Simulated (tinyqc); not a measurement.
Worked calculation (part 1 of 2): UHF in the sto-3g basis, for BH2, spin multiplicity 2. Computed by tinyqc, a small Python program that keeps every step (integrals from PySCF). Settings: charge = 0, multiplicity = 2, basis = sto-3g, energy threshold = 1e-08, iteration cap = 89, orthogonalisation = canonical, start = atomic densities, DIIS depth = 0, damping = 0.2, method = UHF. Command: `OMP_NUM_THREADS=1 python tinyqc.py 29326 29327 out.jsonl` (the two numbers bound the seeds that draw the settings). One thread of a shared host (Intel(R) Xeon(R) Processor @ 2.60GHz), about 0.2 s of CPU time with the checks. Later iterations appear only in the table of the cycle.

## One-electron integrals

Geometry (angstrom):
```
atom       x        y       z
B     0.0000   0.0000  0.0000
H     0.0000   1.1770  0.4940
H     0.0000  -1.1770  0.4940
```

Basis sto-3g: exponents (1/bohr^2) and contraction coefficients of normalised primitives:
```
element  l (shell)  exponent  coefficient
B            s (1)   48.7911       0.1543
B            s (1)    8.8874       0.5353
B            s (1)    2.4053       0.4446
B            s (2)    2.2370      -0.1000
B            s (2)    0.5198       0.3995
B            s (2)    0.1691       0.7001
B            p (3)    2.2370       0.1559
B            p (3)    0.5198       0.6077
B            p (3)    0.1691       0.3920
H            s (1)    3.4253       0.1543
H            s (1)    0.6239       0.5353
H            s (1)    0.1689       0.4446
```

Overlap, kinetic and nuclear-attraction integrals over the contracted functions; the nuclear repulsion is the sum of Za Zb / Rab.

nuclear repulsion = 4.370443 hartree

overlap S, lower triangle:
```
         1B 1s   1B 2s  1B 2px   1B 2py  1B 2pz   2H 1s   3H 1s
1B 1s   1.0000
1B 2s   0.2693  1.0000
1B 2px  0.0000  0.0000  1.0000
1B 2py  0.0000  0.0000  0.0000   1.0000
1B 2pz  0.0000  0.0000  0.0000   0.0000  1.0000
2H 1s   0.0546  0.4322  0.0000   0.4221  0.1771  1.0000
3H 1s   0.0546  0.4322  0.0000  -0.4221  0.1771  0.0648  1.0000
```

kinetic energy T (hartree), lower triangle:
```
          1B 1s   1B 2s  1B 2px   1B 2py  1B 2pz    2H 1s   3H 1s
1B 1s   10.8263
1B 2s   -0.0480  0.3592
1B 2px   0.0000  0.0000  1.1239
1B 2py   0.0000  0.0000  0.0000   1.1239
1B 2pz   0.0000  0.0000  0.0000   0.0000  1.1239
2H 1s   -0.0142  0.0683  0.0000   0.1737  0.0729   0.7600
3H 1s   -0.0142  0.0683  0.0000  -0.1737  0.0729  -0.0113  0.7600
```

nuclear attraction V (hartree), lower triangle:
```
           1B 1s    1B 2s   1B 2px   1B 2py   1B 2pz    2H 1s    3H 1s
1B 1s   -23.9765
1B 2s    -3.3627  -4.5798
1B 2px    0.0000   0.0000  -4.4783
1B 2py    0.0000   0.0000   0.0000  -4.6595
1B 2pz   -0.0125  -0.1132   0.0000   0.0000  -4.5102
2H 1s    -0.6858  -1.7118   0.0000  -1.5777  -0.6805  -3.5030
3H 1s    -0.6858  -1.7118   0.0000   1.5777  -0.6805  -0.2570  -3.5030
```

core Hamiltonian H = T + V (hartree), lower triangle:
```
           1B 1s    1B 2s   1B 2px   1B 2py   1B 2pz    2H 1s    3H 1s
1B 1s   -13.1502
1B 2s    -3.4106  -4.2206
1B 2px    0.0000   0.0000  -3.3544
1B 2py    0.0000   0.0000   0.0000  -3.5357
1B 2pz   -0.0125  -0.1132   0.0000   0.0000  -3.3863
2H 1s    -0.7000  -1.6435   0.0000  -1.4040  -0.6076  -2.7429
3H 1s    -0.7000  -1.6435   0.0000   1.4040  -0.6076  -0.2684  -2.7429
```

## Two-electron integrals

Functions are numbered as in S; the eight-fold symmetry (ij|kl) = (ji|kl) = (kl|ij) leaves the list below.

Two-electron integrals (ij|kl) in chemists' order, unique and non-zero (hartree):
```
(11|11) 2.9235      (21|11) 0.5184      (21|21) 0.1093      (22|11) 0.7442
(22|21) 0.1932      (22|22) 0.5448      (31|31) 0.0203      (32|31) 0.0300
(32|32) 0.1203      (33|11) 0.7425      (33|21) 0.1932      (33|22) 0.5447
(33|33) 0.5868      (41|41) 0.0203      (42|41) 0.0300      (42|42) 0.1203
(43|43) 0.0316      (44|11) 0.7425      (44|21) 0.1932      (44|22) 0.5447
(44|33) 0.5235      (44|44) 0.5868      (51|51) 0.0203      (52|51) 0.0300
(52|52) 0.1203      (53|53) 0.0316      (54|54) 0.0316      (55|11) 0.7425
(55|21) 0.1932      (55|22) 0.5447      (55|33) 0.5235      (55|44) 0.5235
(55|55) 0.5868      (61|11) 0.1047      (61|21) 0.0220      (61|22) 0.0390
(61|33) 0.0389      (61|41) 0.0015      (61|42) 0.0027      (61|44) 0.0394
(61|51) 0.0006      (61|52) 0.0011      (61|54) 2.12e-04    (61|55) 0.0389
(61|61) 0.0046      (62|11) 0.2511      (62|21) 0.0662      (62|22) 0.2051
(62|33) 0.1993      (62|41) 0.0067      (62|42) 0.0408      (62|44) 0.2140
(62|51) 0.0028      (62|52) 0.0171      (62|54) 0.0062      (62|55) 0.2019
(62|61) 0.0142      (62|62) 0.1062      (63|31) 0.0066      (63|32) 0.0310
(63|43) 0.0076      (63|53) 0.0032      (63|63) 0.0118      (64|11) 0.2162
(64|21) 0.0577      (64|22) 0.1889      (64|33) 0.1789      (64|41) 0.0117
(64|42) 0.0654      (64|44) 0.2066      (64|51) 0.0021      (64|52) 0.0144
(64|54) 0.0084      (64|55) 0.1811      (64|61) 0.0130      (64|62) 0.1145
(64|64) 0.1327      (65|11) 0.0908      (65|21) 0.0242      (65|22) 0.0793
(65|33) 0.0751      (65|41) 0.0021      (65|42) 0.0144      (65|44) 0.0803
(65|51) 0.0075      (65|52) 0.0371      (65|54) 0.0098      (65|55) 0.0824
(65|61) 0.0055      (65|62) 0.0481      (65|64) 0.0508      (65|65) 0.0331
(66|11) 0.4099      (66|21) 0.1100      (66|22) 0.3857      (66|33) 0.3628
(66|41) 0.0136      (66|42) 0.1096      (66|44) 0.4209      (66|51) 0.0057
(66|52) 0.0460      (66|54) 0.0244      (66|55) 0.3730      (66|61) 0.0241
(66|62) 0.2546      (66|64) 0.2985      (66|65) 0.1253      (66|66) 0.7746
(71|11) 0.1047      (71|21) 0.0220      (71|22) 0.0390      (71|33) 0.0389
(71|41) -0.0015     (71|42) -0.0027     (71|44) 0.0394      (71|51) 0.0006
(71|52) 0.0011      (71|54) -2.12e-04   (71|55) 0.0389      (71|61) 0.0043
(71|62) 0.0129      (71|64) 0.0107      (71|65) 0.0050      (71|66) 0.0212
(71|71) 0.0046      (72|11) 0.2511      (72|21) 0.0662      (72|22) 0.2051
(72|33) 0.1993      (72|41) -0.0067     (72|42) -0.0408     (72|44) 0.2140
(72|51) 0.0028      (72|52) 0.0171      (72|54) -0.0062     (72|55) 0.2019
(72|61) 0.0129      (72|62) 0.0676      (72|64) 0.0546      (72|65) 0.0298
(72|66) 0.1223      (72|71) 0.0142      (72|72) 0.1062      (73|31) 0.0066
(73|32) 0.0310      (73|43) -0.0076     (73|53) 0.0032      (73|63) 0.0067
(73|73) 0.0118      (74|11) -0.2162     (74|21) -0.0577     (74|22) -0.1889
(74|33) -0.1789     (74|41) 0.0117      (74|42) 0.0654      (74|44) -0.2066
(74|51) -0.0021     (74|52) -0.0144     (74|54) 0.0084      (74|55) -0.1811
(74|61) -0.0107     (74|62) -0.0546     (74|64) -0.0388     (74|65) -0.0237
(74|66) -0.0946     (74|71) -0.0130     (74|72) -0.1145     (74|74) 0.1327
(75|11) 0.0908      (75|21) 0.0242      (75|22) 0.0793      (75|33) 0.0751
(75|41) -0.0021     (75|42) -0.0144     (75|44) 0.0803      (75|51) 0.0075
(75|52) 0.0371      (75|54) -0.0098     (75|55) 0.0824      (75|61) 0.0050
(75|62) 0.0298      (75|64) 0.0237      (75|65) 0.0196      (75|66) 0.0563
(75|71) 0.0055      (75|72) 0.0481      (75|74) -0.0508     (75|75) 0.0331
(76|11) 0.0384      (76|21) 0.0101      (76|22) 0.0310      (76|33) 0.0303
(76|44) 0.0315      (76|51) 0.0008      (76|52) 0.0045      (76|55) 0.0313
(76|61) 0.0021      (76|62) 0.0131      (76|64) 0.0124      (76|65) 0.0065
(76|66) 0.0277      (76|71) 0.0021      (76|72) 0.0131      (76|74) -0.0124
(76|75) 0.0065      (76|76) 0.0021      (77|11) 0.4099      (77|21) 0.1100
(77|22) 0.3857      (77|33) 0.3628      (77|41) -0.0136     (77|42) -0.1096
(77|44) 0.4209      (77|51) 0.0057      (77|52) 0.0460      (77|54) -0.0244
(77|55) 0.3730      (77|61) 0.0212      (77|62) 0.1223      (77|64) 0.0946
(77|65) 0.0563      (77|66) 0.2246      (77|71) 0.0241      (77|72) 0.2546
(77|74) -0.2985     (77|75) 0.1253      (77|76) 0.0277      (77|77) 0.7746
```

## Orthogonalisation

S = U s U^T; canonical form X = U s^(-1/2), so that X^T S X = 1. Each column of U has its largest component positive (the first on a tie).

eigenvalues of S: 0.3441  0.3698  0.8806  1.0000  1.0761  1.5654  1.7640

X:
```
              1        2        3       4        5        6       7
1B 1s   -0.3523   0.0000   0.7788  0.0000  -0.5593   0.0000  0.2216
1B 2s    1.1751   0.0000  -0.2615  0.0000  -0.2208   0.0000  0.4834
1B 2px   0.0000   0.0000   0.0000  1.0000   0.0000   0.0000  0.0000
1B 2py   0.0000   1.1308   0.0000  0.0000   0.0000   0.5803  0.0000
1B 2pz   0.4223   0.0000   0.6127  0.0000   0.7210   0.0000  0.1661
2H 1s   -0.7818  -0.8442  -0.2065  0.0000   0.1548   0.3887  0.3582
3H 1s   -0.7818   0.8442  -0.2065  0.0000   0.1548  -0.3887  0.3582
```

## Starting guess

The start is atomic minimal-basis densities projected into this basis (PySCF's MINAO start) and scaled to the electron count of each spin; this density is not idempotent, so its energy is not variational and may lie below the converged one.

D(alpha) at the start, lower triangle:
```
          1B 1s    1B 2s  1B 2px   1B 2py  1B 2pz   2H 1s   3H 1s
1B 1s    1.2404
1B 2s   -0.3062   1.1453
1B 2px   0.0000   0.0000  0.1831
1B 2py   0.0000   0.0000  0.0000   0.1475
1B 2pz   0.0080  -0.0250  0.0000   0.0000  0.1772
2H 1s   -0.0223   0.0824  0.0000   0.0289  0.0101  0.5384
3H 1s   -0.0223   0.0824  0.0000  -0.0289  0.0101  0.0081  0.5384
```

D(beta) at the start, lower triangle:
```
          1B 1s    1B 2s  1B 2px   1B 2py  1B 2pz   2H 1s   3H 1s
1B 1s    0.9303
1B 2s   -0.2297   0.8590
1B 2px   0.0000   0.0000  0.1373
1B 2py   0.0000   0.0000  0.0000   0.1106
1B 2pz   0.0060  -0.0187  0.0000   0.0000  0.1329
2H 1s   -0.0167   0.0618  0.0000   0.0217  0.0076  0.4038
3H 1s   -0.0167   0.0618  0.0000  -0.0217  0.0076  0.0061  0.4038
```

## Iteration 1: building the Fock matrix

J_ij = sum D_kl (ij|kl) with D = D(alpha) + D(beta), K_ij = sum D_kl (ik|jl) for each spin; F = H + J - K(s); E = tr D H + tr D J / 2 - 0.5 sum_s tr D(s) K(s) + E_nn.

Coulomb J (hartree), lower triangle:
```
         1B 1s   1B 2s  1B 2px   1B 2py  1B 2pz   2H 1s   3H 1s
1B 1s   8.8939
1B 2s   1.8228  3.8682
1B 2px  0.0000  0.0000  3.8166
1B 2py  0.0000  0.0000  0.0000   3.9368
1B 2pz  0.0112  0.0924  0.0000   0.0000  3.8378
2H 1s   0.3693  1.4889  0.0000   1.3893  0.5996  2.9751
3H 1s   0.3693  1.4889  0.0000  -1.3893  0.5996  0.2242  2.9751
```

exchange K(alpha) (hartree), lower triangle:
```
         1B 1s   1B 2s  1B 2px   1B 2py  1B 2pz   2H 1s   3H 1s
1B 1s   3.4473
1B 2s   0.6394  0.8849
1B 2px  0.0000  0.0000  0.2857
1B 2py  0.0000  0.0000  0.0000   0.4296
1B 2pz  0.0077  0.0581  0.0000   0.0000  0.3110
2H 1s   0.1433  0.4465  0.0000   0.2625  0.1178  0.6246
3H 1s   0.1433  0.4465  0.0000  -0.2625  0.1178  0.1220  0.6246
```

exchange K(beta) (hartree), lower triangle:
```
         1B 1s   1B 2s  1B 2px   1B 2py  1B 2pz   2H 1s   3H 1s
1B 1s   2.5855
1B 2s   0.4796  0.6637
1B 2px  0.0000  0.0000  0.2143
1B 2py  0.0000  0.0000  0.0000   0.3222
1B 2pz  0.0058  0.0436  0.0000   0.0000  0.2332
2H 1s   0.1075  0.3349  0.0000   0.1969  0.0884  0.4685
3H 1s   0.1075  0.3349  0.0000  -0.1969  0.0884  0.0915  0.4685
```

F(alpha) (hartree), lower triangle:
```
          1B 1s    1B 2s  1B 2px   1B 2py   1B 2pz    2H 1s    3H 1s
1B 1s   -7.7036
1B 2s   -2.2272  -1.2372
1B 2px   0.0000   0.0000  0.1765
1B 2py   0.0000   0.0000  0.0000  -0.0285
1B 2pz  -0.0089  -0.0790  0.0000   0.0000   0.1405
2H 1s   -0.4740  -0.6011  0.0000  -0.2772  -0.1258  -0.3924
3H 1s   -0.4740  -0.6011  0.0000   0.2772  -0.1258  -0.1661  -0.3924
```

F(beta) (hartree), lower triangle:
```
          1B 1s    1B 2s  1B 2px   1B 2py   1B 2pz    2H 1s    3H 1s
1B 1s   -6.8417
1B 2s   -2.0674  -1.0160
1B 2px   0.0000   0.0000  0.2480
1B 2py   0.0000   0.0000  0.0000   0.0789
1B 2pz  -0.0070  -0.0644  0.0000   0.0000   0.2182
2H 1s   -0.4381  -0.4895  0.0000  -0.2116  -0.0963  -0.2362
3H 1s   -0.4381  -0.4895  0.0000   0.2116  -0.0963  -0.1356  -0.2362
```

total energy of this density = -25.333622 hartree

This density is the starting one; it is not idempotent, so its energy is not variational and may lie below the converged one.

## Iteration 1: diagonalisation and new density

Diagonalise F' = X^T F X, C = X C', fill 4 alpha and 3 beta electrons from the bottom; D(s) = C_occ C_occ^T; the new density keeps 0.2 of the old one (damping). Each column has its largest component positive (the first on a tie).

F' = X^T F X (alpha) (hartree), lower triangle:
```
         1       2        3       4        5        6        7
1   0.2990
2   0.0000  0.6995
3   0.7539  0.0000  -3.5889
4   0.0000  0.0000   0.0000  0.1765
5  -0.4473  0.0000   3.2461  0.0000  -2.7511
6   0.0000  0.1577   0.0000  0.0000   0.0000  -0.3280
7   0.2156  0.0000  -1.8428  0.0000   1.8186   0.0000  -1.8940
```

orbital energies (alpha) (hartree): MO1 -7.7072, MO2 -0.7760, MO3 -0.3517, MO4 0.0706, MO5 0.1765, MO6 0.4775, MO7 0.7232

coefficients C (alpha):
```
            MO1      MO2      MO3      MO4     MO5      MO6      MO7
1B 1s    0.9932  -0.2398   0.0000   0.1361  0.0000  -0.1736   0.0000
1B 2s    0.0254   0.6942   0.0000  -0.6277  0.0000   0.9246   0.0000
1B 2px   0.0000   0.0000   0.0000   0.0000  1.0000   0.0000   0.0000
1B 2py   0.0000   0.0000   0.4061   0.0000  0.0000   0.0000   1.2044
1B 2pz   0.0022   0.0498   0.0000   0.7396  0.0000   0.7427   0.0000
2H 1s   -0.0026   0.3005   0.5096   0.3617  0.0000  -0.7649  -0.7771
3H 1s   -0.0026   0.3005  -0.5096   0.3617  0.0000  -0.7649   0.7771
```

F' = X^T F X (beta) (hartree), lower triangle:
```
         1       2        3       4        5        6        7
1   0.4253
2   0.0000  0.7653
3   0.6196  0.0000  -3.0878
4   0.0000  0.0000   0.0000  0.2480
5  -0.3618  0.0000   2.9124  0.0000  -2.4026
6   0.0000  0.1391   0.0000  0.0000   0.0000  -0.1947
7   0.1846  0.0000  -1.7022  0.0000   1.6757   0.0000  -1.6176
```

orbital energies (beta) (hartree): MO1 -6.8507, MO2 -0.5531, MO3 -0.2144, MO4 0.1616, MO5 0.2480, MO6 0.5595, MO7 0.7851

coefficients C (beta):
```
            MO1      MO2      MO3      MO4     MO5      MO6      MO7
1B 1s    0.9883  -0.2465   0.0000   0.1380  0.0000  -0.1895   0.0000
1B 2s    0.0437   0.6742   0.0000  -0.5979  0.0000   0.9579   0.0000
1B 2px   0.0000   0.0000   0.0000   0.0000  1.0000   0.0000   0.0000
1B 2py   0.0000   0.0000   0.4155   0.0000  0.0000   0.0000   1.2012
1B 2pz   0.0036   0.0527   0.0000   0.7695  0.0000   0.7115   0.0000
2H 1s   -0.0070   0.3142   0.5035   0.3247  0.0000  -0.7758  -0.7811
3H 1s   -0.0070   0.3142  -0.5035   0.3247  0.0000  -0.7758   0.7811
```

D(alpha) after iteration 1, lower triangle:
```
          1B 1s    1B 2s  1B 2px   1B 2py  1B 2pz    2H 1s   3H 1s
1B 1s    1.0980
1B 2s   -0.2425   0.9304
1B 2px   0.0000   0.0000  0.0366
1B 2py   0.0000   0.0000  0.0000   0.1614
1B 2pz   0.0743  -0.3487  0.0000   0.0000  0.4751
2H 1s   -0.0248   0.0017  0.0000   0.1713  0.2280   0.4923
3H 1s   -0.0248   0.0017  0.0000  -0.1713  0.2280  -0.0293  0.4923
```

D(beta) after iteration 1, lower triangle:
```
          1B 1s   1B 2s  1B 2px   1B 2py  1B 2pz    2H 1s   3H 1s
1B 1s    1.0161
1B 2s   -0.1444  0.5370
1B 2px   0.0000  0.0000  0.0275
1B 2py   0.0000  0.0000  0.0000   0.1603
1B 2pz  -0.0064  0.0248  0.0000   0.0000  0.0288
2H 1s   -0.0709  0.1816  0.0000   0.1717  0.0148   0.3626
3H 1s   -0.0709  0.1816  0.0000  -0.1717  0.0148  -0.1225  0.3626
```

## Iteration 2: building the Fock matrix

As before.

Coulomb J (hartree), lower triangle:
```
         1B 1s   1B 2s  1B 2px   1B 2py  1B 2pz   2H 1s   3H 1s
1B 1s   8.7501
1B 2s   1.7947  3.8296
1B 2px  0.0000  0.0000  3.7498
1B 2py  0.0000  0.0000  0.0000   3.9190
1B 2pz  0.0050  0.0713  0.0000   0.0000  3.8069
2H 1s   0.3635  1.4838  0.0000   1.3933  0.5951  2.9981
3H 1s   0.3635  1.4838  0.0000  -1.3933  0.5951  0.2227  2.9981
```

exchange K(alpha) (hartree), lower triangle:
```
         1B 1s    1B 2s  1B 2px   1B 2py  1B 2pz   2H 1s   3H 1s
1B 1s   3.0694
1B 2s   0.5672   0.7531
1B 2px  0.0000   0.0000  0.1802
1B 2py  0.0000   0.0000  0.0000   0.5121
1B 2pz  0.0015  -0.0547  0.0000   0.0000  0.5175
2H 1s   0.1211   0.3706  0.0000   0.3196  0.1523  0.6402
3H 1s   0.1211   0.3706  0.0000  -0.3196  0.1523  0.0651  0.6402
```

exchange K(beta) (hartree), lower triangle:
```
         1B 1s   1B 2s  1B 2px   1B 2py  1B 2pz   2H 1s   3H 1s
1B 1s   2.8736
1B 2s   0.5238  0.5936
1B 2px  0.0000  0.0000  0.1316
1B 2py  0.0000  0.0000  0.0000   0.4647
1B 2pz  0.0019  0.0880  0.0000   0.0000  0.1550
2H 1s   0.1089  0.3402  0.0000   0.2967  0.0965  0.5529
3H 1s   0.1089  0.3402  0.0000  -0.2967  0.0965  0.0448  0.5529
```

F(alpha) (hartree), lower triangle:
```
          1B 1s    1B 2s  1B 2px   1B 2py   1B 2pz    2H 1s    3H 1s
1B 1s   -7.4696
1B 2s   -2.1832  -1.1441
1B 2px   0.0000   0.0000  0.2152
1B 2py   0.0000   0.0000  0.0000  -0.1287
1B 2pz  -0.0090   0.0128  0.0000   0.0000  -0.0970
2H 1s   -0.4576  -0.5302  0.0000  -0.3303  -0.1647  -0.3851
3H 1s   -0.4576  -0.5302  0.0000   0.3303  -0.1647  -0.1107  -0.3851
```

F(beta) (hartree), lower triangle:
```
          1B 1s    1B 2s  1B 2px   1B 2py   1B 2pz    2H 1s    3H 1s
1B 1s   -7.2737
1B 2s   -2.1397  -0.9845
1B 2px   0.0000   0.0000  0.2638
1B 2py   0.0000   0.0000  0.0000  -0.0813
1B 2pz  -0.0094  -0.1299  0.0000   0.0000   0.2655
2H 1s   -0.4453  -0.4999  0.0000  -0.3074  -0.1090  -0.2977
3H 1s   -0.4453  -0.4999  0.0000   0.3074  -0.1090  -0.0904  -0.2977
```

total energy of this density = -25.300677 hartree

This density is a damped mixture and is not idempotent, and it still holds part of the atomic start, so its energy may lie below the converged one.

## Iteration 2: diagonalisation and new density

As before.

F' = X^T F X (alpha) (hartree), lower triangle:
```
         1       2        3       4        5        6        7
1   0.3546
2   0.0000  0.7055
3   0.7413  0.0000  -3.5474
4   0.0000  0.0000   0.0000  0.2152
5  -0.3676  0.0000   3.0224  0.0000  -2.8448
6   0.0000  0.1288   0.0000  0.0000   0.0000  -0.4242
7   0.2337  0.0000  -1.8446  0.0000   1.7445   0.0000  -1.7820
```

orbital energies (alpha) (hartree): MO1 -7.4744, MO2 -0.6635, MO3 -0.4387, MO4 -0.2026, MO5 0.2152, MO6 0.5209, MO7 0.7200

coefficients C (alpha):
```
            MO1      MO2      MO3      MO4     MO5      MO6      MO7
1B 1s    0.9919  -0.2387   0.0000   0.1217  0.0000  -0.1922   0.0000
1B 2s    0.0310   0.6783   0.0000  -0.5435  0.0000   0.9875   0.0000
1B 2px   0.0000   0.0000   0.0000   0.0000  1.0000   0.0000   0.0000
1B 2py   0.0000   0.0000   0.4501   0.0000  0.0000   0.0000   1.1886
1B 2pz   0.0028   0.0332   0.0000   0.8003  0.0000   0.6780   0.0000
2H 1s   -0.0051   0.3139   0.4807   0.2969  0.0000  -0.7870  -0.7954
3H 1s   -0.0051   0.3139  -0.4807   0.2969  0.0000  -0.7870   0.7954
```

F' = X^T F X (beta) (hartree), lower triangle:
```
         1       2        3       4        5        6        7
1   0.4465
2   0.0000  0.7743
3   0.6453  0.0000  -3.2744
4   0.0000  0.0000   0.0000  0.2638
5  -0.4433  0.0000   3.1447  0.0000  -2.5092
6   0.0000  0.1136   0.0000  0.0000   0.0000  -0.3673
7   0.2188  0.0000  -1.8177  0.0000   1.7275   0.0000  -1.6730
```

orbital energies (beta) (hartree): MO1 -7.2792, MO2 -0.5594, MO3 -0.3785, MO4 0.2581, MO5 0.2638, MO6 0.5705, MO7 0.7855

coefficients C (beta):
```
            MO1      MO2      MO3      MO4     MO5      MO6      MO7
1B 1s    0.9913  -0.2291   0.0000   0.1412  0.0000  -0.1936   0.0000
1B 2s    0.0335   0.6333   0.0000  -0.5948  0.0000   0.9877   0.0000
1B 2px   0.0000   0.0000   0.0000   0.0000  1.0000   0.0000   0.0000
1B 2py   0.0000   0.0000   0.4666   0.0000  0.0000   0.0000   1.1823
1B 2pz   0.0038   0.1051   0.0000   0.7979  0.0000   0.6734   0.0000
2H 1s   -0.0062   0.3348   0.4696   0.2646  0.0000  -0.7899  -0.8020
3H 1s   -0.0062   0.3348  -0.4696   0.2646  0.0000  -0.7899   0.8020
```

D(alpha) after iteration 2, lower triangle:
```
          1B 1s    1B 2s  1B 2px   1B 2py  1B 2pz    2H 1s   3H 1s
1B 1s    1.0641
1B 2s   -0.2064   0.7912
1B 2px   0.0000   0.0000  0.0073
1B 2py   0.0000   0.0000  0.0000   0.1944
1B 2pz   0.0886  -0.3996  0.0000   0.0000  0.6083
2H 1s   -0.0400   0.0415  0.0000   0.2073  0.2440   0.4327
3H 1s   -0.0400   0.0415  0.0000  -0.2073  0.2440  -0.0413  0.4327
```

D(beta) after iteration 2, lower triangle:
```
          1B 1s   1B 2s  1B 2px   1B 2py  1B 2pz    2H 1s   3H 1s
1B 1s    1.0313
1B 2s   -0.1184  0.4292
1B 2px   0.0000  0.0000  0.0055
1B 2py   0.0000  0.0000  0.0000   0.2062
1B 2pz  -0.0175  0.0583  0.0000   0.0000  0.0146
2H 1s   -0.0805  0.2058  0.0000   0.2096  0.0311   0.3386
3H 1s   -0.0805  0.2058  0.0000  -0.2096  0.0311  -0.1112  0.3386
```
